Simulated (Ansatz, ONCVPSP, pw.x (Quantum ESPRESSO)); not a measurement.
What a changed setting does to a pw.x run (diamond Ge)

Potential: optimised norm-conserving Vanderbilt (ONCV), ONCVPSP 4.0.1.1 (patched build), PBE; core [Ar] 3d10, reference 4s1.75 4p2.25; waves: 4s: rc 1.55 bohr, ncon 3, nbas 6, qcut 4.5 1/bohr, 1 projector; 4p: rc 2.30 bohr, ncon 3, nbas 7, qcut 3.6 1/bohr, 2 projectors, debl 0.7 Ha; d scattering state at 0.39 Ha: rc 2.22 bohr, ncon 3, nbas 6, qcut 5.5 1/bohr, 2 projectors, debl 4 Ha; local part: polynomial inside 1.35 bohr (lpopt 5, dvloc0 0 Ha); core correction: none.

The reference run (k-mesh 8³, cutoffs 40/160 Ry, Fermi–Dirac 0.01 Ry, mixing_beta 0.4, conv_thr 1e-9, no spin) gives 0.31 GPa at 23.951 Å³/atom, where all-electron LAPW gives 0.00 GPa. This run, with its own iteration cap, changes smearing to gauss.

```
&control
  calculation='scf', prefix='x', pseudo_dir='./', outdir='./tmp', tstress=.true., disk_io='none'
/
&system
  ibrav=0, nat=2, ntyp=1, ecutwfc=40, ecutrho=160, nbnd=11,
  occupations='smearing', smearing='gauss', degauss=0.01
/
&electrons
  conv_thr=1e-09, mixing_beta=0.4, electron_maxstep=50
/
ATOMIC_SPECIES
Ge 1.0 Ge.UPF
CELL_PARAMETERS angstrom
  0.00000000 2.88253474 2.88253474
  2.88253474 0.00000000 2.88253474
  2.88253474 2.88253474 0.00000000
ATOMIC_POSITIONS crystal
Ge 0.0000 0.0000 0.0000
Ge 0.2500 0.2500 0.2500
K_POINTS automatic
8 8 8 0 0 0
```

```bash
pw.x < Ge.scf.in > Ge.scf.out
```

How does the run end?

It converges in 7 iterations; the free energy moves by +2.5 meV/atom and the pressure by -0.11 GPa. Gaussian smearing of the same width is narrower in effect than Fermi–Dirac, so its quadratic term in F is smaller.

```
Message from routine setup:
     using ibrav=0 with symmetry is DISCOURAGED, use correct ibrav instead
     lattice parameter (alat)  =       7.7035  a.u.
     unit-cell volume          =     323.2587 (a.u.)^3
     number of electrons       =         8.00
     number of Kohn-Sham states=           11
     kinetic-energy cutoff     =      40.0000  Ry
     charge density cutoff     =     160.0000  Ry
     scf convergence threshold =      1.0E-09
     Exchange-correlation= PBE
     number of k points=    29  Gaussian smearing, width (Ry)=  0.0100
     iteration #  1     ecut=    40.00 Ry     beta= 0.40
     total energy              =     -15.76287854 Ry
     estimated scf accuracy    <       0.03954564 Ry
     iteration #  2     ecut=    40.00 Ry     beta= 0.40
     total energy              =     -15.76119134 Ry
     estimated scf accuracy    <       0.01097768 Ry
     iteration #  3     ecut=    40.00 Ry     beta= 0.40
     total energy              =     -15.76180612 Ry
     estimated scf accuracy    <       0.00014360 Ry
     iteration #  4     ecut=    40.00 Ry     beta= 0.40
     total energy              =     -15.76184442 Ry
     estimated scf accuracy    <       0.00000292 Ry
     iteration #  5     ecut=    40.00 Ry     beta= 0.40
     total energy              =     -15.76184500 Ry
     estimated scf accuracy    <       0.00000020 Ry
     iteration #  6     ecut=    40.00 Ry     beta= 0.40
     total energy              =     -15.76184502 Ry
     estimated scf accuracy    <       0.00000001 Ry
     iteration #  7     ecut=    40.00 Ry     beta= 0.40
     the Fermi energy is     5.1755 ev
!    total energy              =     -15.76184502 Ry
     estimated scf accuracy    <          5.7E-11 Ry
     smearing contrib. (-TS)   =      -0.00009850 Ry
     The total energy is F=E-TS. E is the sum of the following terms:
     one-electron contribution =       3.47769051 Ry
     hartree contribution      =       1.21205133 Ry
     xc contribution           =      -4.62890982 Ry
     ewald contribution        =     -15.82257855 Ry
     convergence has been achieved in   7 iterations
          total   stress  (Ry/bohr**3)                   (kbar)     P=        1.97
     Message from routine punch:
     Nothing written, as per user request (disk_io='none')
```

The run took about 3.4 s on one core of a shared host (Intel(R) Xeon(R) 6975P-C, 192 threads, 378 GiB, load 96).
